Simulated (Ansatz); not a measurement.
# CH₆AlSi+ (SMILES [CH3][AlH][SiH2+]): single points off equilibrium

How do the functionals fare away from a minimum? The structure is a structure displaced at random from a GFN2-xTB minimum.

Program: Ansatz 0.2.0, Gaussian basis. Level of theory: single points in def2-TZVPP. These are calculated values, not measurements.

Correlated methods freeze the cores.

## 1. Starting geometry

SMILES `[CH3][AlH][SiH2+]`, 9 atoms, charge 1, spin multiplicity 1.

Atoms are counted from 1 here; the program's logs count them from 0.

Bond lengths: C1–Al2 2.059 Å, C1–H4 1.127 Å, C1–H5 1.204 Å, C1–H6 1.122 Å, Al2–Si3 2.603 Å, Al2–H7 1.627 Å, Si3–H8 1.541 Å, Si3–H9 1.521 Å. Angles: Al2–C1–H4 112.6°, Al2–C1–H5 106.2°, Al2–C1–H6 115.5°, H4–C1–H5 103.6°, H4–C1–H6 113.2°, H5–C1–H6 104.3°, C1–Al2–Si3 142.1°, C1–Al2–H7 128.5°, Si3–Al2–H7 89.3°, Al2–Si3–H8 102.7°, Al2–Si3–H9 152.2°, H8–Si3–H9 105.1°.

Geometry (Å):

```xyz
9

C    -0.8761    1.6008   -0.9259
Al    0.2102   -0.0451   -0.3350
Si    0.5025   -1.7121    1.6421
H    -1.9723    1.3728   -1.0564
H    -0.5062    1.8637   -2.0411
H    -0.6860    2.5395   -0.3419
H     1.3991   -0.8153   -1.1355
H     1.6075   -2.6551    1.1289
H     0.1861   -2.2021    3.0470
```

## 2. CCSD(T)/def2-TZVPP

Contents of run/in.yaml:

```yaml
crystal:
  periodic: [false, false, false]
  atoms:
    - {symbol: C, position_ang: [-0.876100, 1.600800, -0.925900]}
    - {symbol: Al, position_ang: [0.210200, -0.045100, -0.335000]}
    - {symbol: Si, position_ang: [0.502500, -1.712100, 1.642100]}
    - {symbol: H, position_ang: [-1.972300, 1.372800, -1.056400]}
    - {symbol: H, position_ang: [-0.506200, 1.863700, -2.041100]}
    - {symbol: H, position_ang: [-0.686000, 2.539500, -0.341900]}
    - {symbol: H, position_ang: [1.399100, -0.815300, -1.135500]}
    - {symbol: H, position_ang: [1.607500, -2.655100, 1.128900]}
    - {symbol: H, position_ang: [0.186100, -2.202100, 3.047000]}
basis:
  gaussian: {orbitals: def2-TZVPP}
total_charge: 1
correlation: {method: ccsd_t}
output: {forces: true}
```

No record of the launch command was kept for these runs.

## 3. PBE0-D4/def2-TZVPP

run/in.yaml: that of step 2 with these lines changed.

```diff
@@ -15,3 +15,3 @@
 total_charge: 1
-correlation: {method: ccsd_t}
-output: {forces: true}
+hamiltonian: {xc: pbe0, dispersion: d4}
+output: {forces: true, orbitals: {seedname: orbitals}}
```

## 4. wB97M-V/def2-TZVPP

run/in.yaml: that of step 3 with these lines changed.

```diff
@@ -15,3 +15,3 @@
 total_charge: 1
-hamiltonian: {xc: pbe0, dispersion: d4}
-output: {forces: true, orbitals: {seedname: orbitals}}
+hamiltonian: {xc: {name: wB97M-V}}
+output: {forces: true}
```

## 5. r2SCAN-D4/def2-TZVPP

run/in.yaml: that of step 4 with these lines changed.

```diff
@@ -15,3 +15,3 @@
 total_charge: 1
-hamiltonian: {xc: {name: wB97M-V}}
+hamiltonian: {xc: r2scan, dispersion: d4}
 output: {forces: true}
```

## 6. PBE-D4/def2-TZVPP

run/in.yaml: that of step 5 with these lines changed.

```diff
@@ -15,3 +15,3 @@
 total_charge: 1
-hamiltonian: {xc: r2scan, dispersion: d4}
+hamiltonian: {xc: pbe, dispersion: d4}
 output: {forces: true}
```

## 7. wB97X-V/def2-TZVPP

run/in.yaml: that of step 6 with these lines changed.

```diff
@@ -15,3 +15,3 @@
 total_charge: 1
-hamiltonian: {xc: pbe, dispersion: d4}
+hamiltonian: {xc: {name: wB97X-V}}
 output: {forces: true}
```

## 8. BHLYP-D4/def2-TZVPP

run/in.yaml: that of step 7 with these lines changed.

```diff
@@ -15,3 +15,3 @@
 total_charge: 1
-hamiltonian: {xc: {name: wB97X-V}}
+hamiltonian: {xc: {name: BHLYP}, dispersion: d4}
 output: {forces: true}
```

(Steps that only read results are left out.)

Q: Predict the outcome of this session. Wanted: energy less free atoms, CCSD(T)/def2-TZVPP; RMS force component; RMS force error; HOMO and LUMO, PBE0-D4; T1 diagnostic.

As calculated:

| quantity | value |
| --- | --- |
| energy less free atoms, CCSD(T)/def2-TZVPP | -1851.7 kJ/mol |
| RMS force component | 0.747 to 0.955 eV/Å over the methods |
| RMS force error | PBE0-D4 0.068, wB97M-V 0.060, r2SCAN-D4 0.066, PBE-D4 0.160, wB97X-V 0.046, BHLYP-D4 0.130 eV/Å |
| HOMO and LUMO, PBE0-D4 | -12.83 and -9.27 eV |
| T1 diagnostic | 0.011 |

In words: Against CCSD(T) the functionals' energies less atoms differ by -72.4 to -18.5 kJ/mol, PBE-D4 by -54.5 kJ/mol. The reference is not at the basis limit: in triple zeta CCSD(T) underbinds, which counts against methods that bind more; the gaps are no ranking. On forces the order runs from wB97X-V to PBE-D4. Frozen-core CCSD(T) forces in triple zeta carry basis errors of their own, and this is one geometry, so small gaps rank nothing.
